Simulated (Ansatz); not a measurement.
SiH4ClF, singlet: a trajectory.

Input (in.yaml):

```yaml
crystal:
  periodic: [false, false, false]
  atoms:
    - {symbol: Si, position_ang: [-0.188384, -0.414456, -0.873940]}
    - {symbol: F, position_ang: [1.067999, 0.634764, 2.206268]}
    - {symbol: H, position_ang: [-0.926727, -0.670651, -2.129825]}
    - {symbol: H, position_ang: [-0.106346, -1.632083, -0.041109]}
    - {symbol: Cl, position_ang: [-1.279633, 1.001638, 0.182565]}
    - {symbol: H, position_ang: [0.285382, 0.924599, 1.798927]}
    - {symbol: H, position_ang: [1.147610, 0.156187, -1.142884]}
basis:
  gaussian: {orbitals: def2-SVP}
hamiltonian: {xc: pbe0, dispersion: d4}
md: {n_steps: 30, timestep: 0.25, temperature: 200, ensemble: nose, seed: 347, initial_velocities: maxwell_boltzmann}
```

Launched with

```bash
ansatz run in.yaml --threads 2 --pin off --events-out ev --progress --plain --max-ram 4352MiB
```

Output of Ansatz 0.2.0:

```
Error: YAML parse error: error: line 14 column 63: unknown variant `nose`, expected one of nve, nve_milne, nvt_langevin, nvt_nose_hoover, npt_langevin
  --> <input>:14:63
   |
12 |   gaussian: {orbitals: def2-SVP}
13 | hamiltonian: {xc: pbe0, dispersion: d4}
14 | md: {n_steps: 30, timestep: 0.25, temperature: 200, ensemble: nose, seed: 347, initial_velocities: maxwell_boltzmann}
   |                                                               ^ unknown variant `nose`, expected one of nve, nve_milne, nvt_langevin, nvt_nose_hoover, npt_langevin
```

Hardware: 2 CPU threads of an Arm Neoverse V1, shared host. Wall time about 0.05 s.


The program refused the input. The ensemble's name is not one that the program knows.